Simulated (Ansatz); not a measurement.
## Multireference treatment of C₂H₃F, singlet

Program: Ansatz, Gaussian basis, development build. Basis cc-pVDZ, nonrelativistic, 3 orbitals frozen in the corrections. State-specific CASSCF; RHF is the lowest restricted (open-shell) Hartree–Fock solution met. Solutions may break the symmetry of the shape. Lower solutions, or ones in other orbitals, may exist.

Geometry:

```xyz
6

C     0.0000    0.4372    0.0203
C     0.0000   -0.2001    1.1839
F     0.0000   -0.2248   -1.1606
H     0.0000    1.5128   -0.1165
H     0.0000   -1.2813    1.2333
H     0.0000    0.3693    2.1033
```

Problem. What do CASSCF and its corrections give against RHF in CAS(2,2), and what are the occupations?

Solution. CASSCF -0.758 eV, SC-NEVPT2 -12.406 eV; occupations 1.92, 0.08.

Problem. How do single-reference totals in the same basis and frozen core stand against SC-NEVPT2 in CAS(2,2)?

Solution. CCSD(T) -1.008 eV. Coupled cluster stands on the determinant that it favours, which can lie over the RHF solution above, and is in doubt where the occupations are far from 0, 1 and 2.
